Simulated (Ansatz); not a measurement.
A nudged elastic band was laid between two geometries of BH4N + H2S (9 atoms, charge 0, multiplicity 1).

Theory: Ansatz, RKS PBE/def2-SVP.

```yaml
movable_images: 7
climbing_image: yes
spring: 5.0 eV/Å²
optimiser: quadratic models (default)
start_path: through a guess of the saddle point
force_threshold: 0.05 eV/Å
iteration_limit: 60
end_points: relaxed
```

Initial state:

```xyz
9
Properties=species:S:1:pos:R:3
B 0.103 -0.427 0.268
N 0.092 -0.422 1.669
H -0.758 -0.531 2.225
H 0.939 -0.360 2.236
H 1.166 -0.326 -0.313
H -0.955 -0.528 -0.324
S -0.536 3.300 0.919
H -1.736 2.945 0.383
H -0.315 2.023 1.348
```

Final state:

```xyz
9
Properties=species:S:1:pos:R:3
B -0.080 0.526 0.205
N 0.074 0.151 1.806
H -0.836 0.198 2.290
H 0.470 -0.790 1.959
H 1.047 0.381 -0.261
H -0.918 -0.250 -0.240
S -0.546 2.366 0.112
H -1.894 2.245 0.279
H 0.685 0.847 2.261
```

Task: Which bonds break or form, and what moves?

Result: Bonds broken: S7–H9. Bonds formed: B1–S7, N2–H9. BH4N + H2S becomes BH6NS.

Task: Give the energies along the band, and the barrier.

Result: The run converged. The highest image is number 4 of 0 to 8, 13.7 kcal/mol above the first end and 23.9 kcal/mol above the last; the last end lies 10.3 kcal/mol below the first. A vibrational analysis at the climbing image gives one clearly imaginary mode, 700i cm⁻¹: a first-order saddle point. The orbitals stay closed-shell, which can raise the energy where a bond breaks towards radicals; this wasn't checked here.

| image | path coordinate (Å) | energy (kcal/mol) | S7–H9 (Å) | B1–S7 (Å) | N2–H9 (Å) |
| --- | --- | --- | --- | --- | --- |
| 0 | 0.00 | 0.0 | 1.36 | 3.84 | 2.50 |
| 1 | 0.47 | 0.2 | 1.36 | 3.56 | 2.50 |
| 2 | 0.95 | 1.4 | 1.36 | 3.15 | 2.33 |
| 3 | 1.42 | 6.4 | 1.38 | 2.67 | 2.01 |
| 4 | 1.89 | 13.7 | 1.50 | 2.22 | 1.57 |
| 5 | 2.42 | -2.6 | 2.01 | 2.00 | 1.10 |
| 6 | 2.95 | -9.1 | 2.55 | 1.91 | 1.04 |
| 7 | 3.48 | -9.9 | 2.73 | 1.90 | 1.03 |
| 8 | 4.01 | -10.3 | 2.91 | 1.90 | 1.03 |

Task: What is the geometry of the highest image?

Result: 
```xyz
9
Properties=species:S:1:pos:R:3
B -0.026 0.174 0.297
N -0.025 0.030 1.817
H -0.834 -0.433 2.242
H 0.838 -0.319 2.246
H 1.061 0.062 -0.242
H -1.019 -0.211 -0.295
S -0.246 2.384 0.340
H -1.607 2.409 0.405
H -0.140 1.578 1.602
```

Task: What are the harmonic wavenumbers there?

Result: 700i, 258, 318, 464, 488, 542, 680, 694, 816, 946, 994, 1080, 1155, 1232, 1511, 1533, 2485, 2574, 2617, 3459, 3553 cm⁻¹.

The band took 15 iterations and of the order of 3 core-minutes.

The run took 3.4 min on 1 thread of Arm Neoverse V2, on a shared host, peak memory 0.14 GiB.
